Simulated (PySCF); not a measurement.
**LiC (quartet): basis, grid and Hamiltonian**

Aim: see how much the energy and properties of LiC (quartet) depend on the numerical set-up.

The runs use PySCF 2.14.0; each script names its method and basis.

### Step 1. The starting structure

LiC (quartet): 2 atoms, charge 0, spin multiplicity 4.

Bond lengths: Li1–C2 2.095 Å.

### Step 2. The base run

input.py

```python
from pyscf import gto, scf, tdscf

mol = gto.M(
    atom='Li 0 0 0; C 0 0 2.095',
    basis='pcseg-1',
    charge=0,
    spin=3,
    symmetry=True,
    verbose=4,
)
mf = scf.UHF(mol)
mf.kernel()
td = tdscf.TDA(mf)
td.nstates = 5
td.kernel()
td.analyze()
mf.dip_moment()
print('orbital energies (hartree):', [e[max(0, n-3):n+3].round(4) for e, n in zip(mf.mo_energy, mol.nelec)])
```

Run with:

```bash
$ OMP_NUM_THREADS=1 python input.py
```

The log of this run is left out.

In short: E(SCF) = -45.161935 Eh, 11 cycles, ⟨S²⟩ = 3.754, μ = 7.48 D, excitations 3.61, 3.61, 4.10, 5.04, 5.04 eV.

The bond length is a typed value, not an optimised one. The quartet is typed in the script; nothing here shows that it is the ground state.

### Step 3. Def2-tzvpp

Edit 1 changes basis set: pcseg-1 → def2-tzvpp.

input.py

```python
from pyscf import gto, scf, tdscf

mol = gto.M(
    atom='Li 0 0 0; C 0 0 2.095',
    basis='def2-tzvpp',
    charge=0,
    spin=3,
    symmetry=True,
    verbose=4,
)
mf = scf.UHF(mol)
mf.kernel()
td = tdscf.TDA(mf)
td.nstates = 5
td.kernel()
td.analyze()
mf.dip_moment()
print('orbital energies (hartree):', [e[max(0, n-3):n+3].round(4) for e, n in zip(mf.mo_energy, mol.nelec)])
```

Run with:

```bash
$ OMP_NUM_THREADS=1 python input.py
```

### Step 4. 6-311g**

Edit 2 changes basis set: pcseg-1 → 6-311g**.

Changes to input.py since step 2:

```diff
@@ -4,3 +4,3 @@
     atom='Li 0 0 0; C 0 0 2.095',
-    basis='pcseg-1',
+    basis='6-311g**',
     charge=0,
```

### Step 5. 6-31+g*

Edit 3 changes basis set: pcseg-1 → 6-31+g*.

Changes to input.py since step 2:

```diff
@@ -4,3 +4,3 @@
     atom='Li 0 0 0; C 0 0 2.095',
-    basis='pcseg-1',
+    basis='6-31+g*',
     charge=0,
```

### Step 6. Crenbl (core potential on)

Edit 4 changes basis set: pcseg-1 → crenbl; core potential: off → on. The core potential changes with it: totals don't compare.

Changes to input.py since step 2:

```diff
@@ -4,3 +4,4 @@
     atom='Li 0 0 0; C 0 0 2.095',
-    basis='pcseg-1',
+    basis='crenbl',
+    ecp={'Li': 'crenbl', 'C': 'crenbl'},
     charge=0,
@@ -15,3 +16,3 @@
 td.kernel()
-td.analyze()
+td.analyze(verbose=3)
 mf.dip_moment()
```

### Step 7. 3-21g

Edit 5 changes basis set: pcseg-1 → 3-21g.

Changes to input.py since step 2:

```diff
@@ -4,3 +4,3 @@
     atom='Li 0 0 0; C 0 0 2.095',
-    basis='pcseg-1',
+    basis='3-21g',
     charge=0,
```

**Question.** What will these runs give? Wanted: for each run, E(SCF); from base; gap, α spin; SCF dipole; after the SCF.

The runs gave:

```csv
run,E(SCF) (hartree),from base (eV),cycles,"gap, α spin (eV)",SCF dipole (D),functions,after the SCF
base,-45.161935,0,11,7.97,7.48,23,lowest root found 3.61 eV
def2-tzvpp,-45.190487,-0.7769,11,8.00,7.47,50,lowest root found 3.59 eV
6-311g**,-45.186440,-0.6668,11,7.84,7.31,36,lowest root found 3.57 eV
6-31+g*,-45.179695,-0.4833,11,7.76,7.53,36,lowest root found 3.58 eV
crenbl (core potential on),-5.571537,not comparable,10,7.87,7.48,32,lowest root found 3.59 eV
3-21g,-44.929045,+6.3373,11,7.76,6.98,18,lowest root found 3.43 eV
```

In words: The largest comparable shift of the SCF energy, +6.337 eV, comes with the run “3-21g”. def2-tzvpp (50 functions) gives an energy 0.78 eV lower than pcseg-1 (23). 6-311g** (36 functions) gives an energy 0.67 eV lower than pcseg-1 (23). 6-31+g* (36 functions) gives an energy 0.48 eV lower than pcseg-1 (23). 3-21g (18 functions) gives an energy 6.34 eV higher than pcseg-1 (23).
